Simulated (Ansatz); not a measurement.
We consider cubic perovskite CsSnBr3, described by PBE0 in Ansatz (PAW).

Input file:

Ansatz 0.2 input:
```yaml
crystal:
  lattice:
    - [5.8705335719, 0.0, 0.0]
    - [0.0, 5.8705335719, 0.0]
    - [0.0, 0.0, 5.8705335719]
  atoms:
    - { symbol: Cs, position: [0.0, 0.0, 0.0] }
    - { symbol: Sn, position: [0.5, 0.5, 0.5] }
    - { symbol: Br, position: [0.5, 0.0, 0.5] }
    - { symbol: Br, position: [0.0, 0.5, 0.5] }
    - { symbol: Br, position: [0.5, 0.5, 0.0] }
basis:
  ecutwfc: 460
  ecutrho_ratio: 4
  xc_grid: 2
kpoints:
  mp_grid: { grid: [4, 4, 4] }
hamiltonian:
  xc: pbe0
  dispersion: none
  pseudopotentials: { kind: paw }
scf:
  occupations: { method: fermi_dirac, width: 0.01 }
  convergence: { dr2_threshold: 0.0000000005 }
output:
  forces: true
  stress: true
  eigenvalues: true
```

The run printed, among other lines:

```
WARN output.stress: scf.exx.energy_threshold = 1e-6 eV is looser than the 5e-8 eV advised for a stress under a hybrid functional (1e-8 eV for each atom of the …
Crystal: 5 atoms, lattice volume = 202.317 Å³
Basis set: ecut = 460 eV, 4553 PW (Γ), exchange–correlation on 90×90×90 points (8 copies of the dense FFT grid, shifted against one another)
Bands: 27, of which v1, the nominal top of the filled ones, is band 22 counted from 1 (21 counted from 0)
Symmetry: 48 space group operations
Space group: Pm-3m (ITA 221), of the structure as read, at distance tolerance 5.9e-5 Å
k-points: 10 of 64
Functional: x = pbe(κ = 0.804, μ = 0.2195149727645171), c = pbe(β = 0.06672455060314922), warm-up for x = 0.75 pbe(κ = 0.804, μ = 0.2195149727645171) + 0.25 exact, c = pbe(β = 0.06672455060314922)
SCF iter   1: F=—  HF=-20050.678350 eV  |F-HF|=—  |Δ(HF+E_count)|=         —  Δρ=1.17e-3  dr2=5.27e-3
SCF iter   2: F=—  HF=-20050.678840 eV  |F-HF|=—  |Δ(HF+E_count)|=   4.91e-4  Δρ=5.04e-4  dr2=5.30e-4
  ...
Crystal: 5 atoms, lattice volume = 202.317 Å³
Initial density: handed on by an earlier stage of this run
Functional: x = 0.75 pbe(κ = 0.804, μ = 0.2195149727645171) + 0.25 exact, c = pbe(β = 0.06672455060314922)
Crystal: 5 atoms, lattice volume = 202.317 Å³
SCF iter   4: F=—  HF=-20063.400064 eV  |F-HF|=—  |Δ(HF+E_count)|=   8.36e-8  Δρ=7.32e-7  dr2=1.44e-9
SCF iter   5: F=-20063.400064 eV  HF=-20063.400064 eV  |F-HF|=6.18e-11  |Δ(HF+E_count)|=  2.29e-10  Δρ=2.42e-7  dr2=1.74e-10
SCF 3 converged in 5 iterations: F = -20063.400064 eV  dr2 = 1.74e-10
Free energy (F): -20063.400064 eV
Internal energy: -20063.400064 eV  (E = F + TS)
E sigma→0 (E₀):  -20063.400064 eV
Fermi energy:    4.554641 eV
--- Stress (GPa, compression-positive) ---
        0.021932       0.000000       0.000000
        0.000000       0.021932       0.000000
       -0.000000       0.000000       0.021932
  P = ⅓ Tr σ = 0.0219 GPa (0.219 kbar)
```

The PAW data were made under PBE.

Ansatz is a quantum-chemistry and plane-wave program.
